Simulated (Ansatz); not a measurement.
A made-up structure of SiH2S2, closed shell:

```json
{"atom": "S1", "x (Å)": "-1.8756", "y (Å)": "0.6320", "z (Å)": "0.7794"}
{"atom": "Si2", "x (Å)": "-0.4913", "y (Å)": "-0.3089", "z (Å)": "-0.1972"}
{"atom": "S3", "x (Å)": "1.5730", "y (Å)": "0.0519", "z (Å)": "-0.1614"}
{"atom": "H4", "x (Å)": "-0.6636", "y (Å)": "-1.4431", "z (Å)": "-1.1342"}
{"atom": "H5", "x (Å)": "-0.3800", "y (Å)": "0.9495", "z (Å)": "0.4514"}
```

It is relaxed with PBE-D4/def2-SVP and then PBE0-D4/def2-TZVP (Ansatz 0.2.0). Atoms count as bonded within 1.22 times the sum of their covalent radii (H–H: 0.88 Å). The end point is not checked to be a true minimum.

Q: Does its bonding change? (A judgement: the text doesn't fix the answer.)

A: By the calculation: Yes. Formed: none; broken: Si2–H5.

Where it ends: The first stage lowers the energy by 2.29 eV in 12 steps. It ends as SiH₂S₂ ([S][SiH][SH]):
```
atom    x (Å)    y (Å)    z (Å)
  S1  -1.6844   0.5909   0.5732
 Si2  -0.1775  -0.4818  -0.4122
  S3   1.7273  -0.1254  -0.4083
  H4  -0.8865  -1.5760  -1.1153
  H5  -0.8164   1.4738   1.1007
```

Labels in which every atom is bracketed show which atoms are joined, not bond orders.

For scale, one of the runs: PBE0-D4/def2-TZVP relaxation, 123 basis functions, launched by `ansatz run in.yaml --threads 2 --pin off --events-out ev --progress --plain --max-ram 4352MiB`. Hardware: 2 CPU threads of an Arm Neoverse V2, shared host. Wall time about 12 s.
